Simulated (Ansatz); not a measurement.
Process, species as SMILES: F (HF) → F atom + H atom
B3LYP-D3(BJ)/def2-TZVP geometries, fixed; electronic energies without zero-point terms.

Basis-set convergence of the bond dissociation energy at r2SCAN with Ansatz (an electronic-structure program). Cartesian d functions, on some or all atoms, in 6-31G*; all else is spherical. The program fits the integrals of some runs and decomposes those of others, by size. Open shells are unrestricted. No added dispersion term, no relativity. Functions are those of the species that has most. Reference: the value in aug-cc-pV5Z, 138.35 kcal/mol, itself unsure by roughly 0.05 kcal/mol (its mean distance from pcseg-4, aug-pcseg-3, aug-cc-pVQZ). Deviations are taken from unrounded values.

```
basis            functions  bond dissociation energy (kcal/mol)  minus reference (kcal/mol)
---------------  ---------  -----------------------------------  --------------------------
6-31G*                  17                               127.94                      -10.41
cc-pVDZ                 19                               130.74                       -7.61
def2-SVPD               31                               138.68                        0.33
aug-cc-pVDZ             32                               137.24                       -1.11
aug-pcseg-1             32                               137.73                       -0.61
6-311++G(2d,2p)         37                               138.39                        0.04
def2-TZVPP              45                               137.47                       -0.87
aug-pcseg-2             69                               138.50                        0.15
def2-QZVPP              87                               138.03                       -0.32
```

The smallest set listed that lies within 0.5 kcal/mol of the reference with all its larger relatives (same family, alike in diffuse functions; a set with none counts only in the reference's own line) is aug-pcseg-2 (69 functions, 0.15 kcal/mol off). Inside the window by cancellation, since a larger relative falls out: def2-SVPD, 6-311++G(2d,2p). Inside, with no larger relative to test it: def2-QZVPP. (Relatives not listed, tested too: def2-TZVPD -0.99, 6-311++G(3df,3pd) 0.69, def2-TZVPPD -0.07, def2-QZVPPD -0.05, aug-pcseg-3 0.10 kcal/mol.)
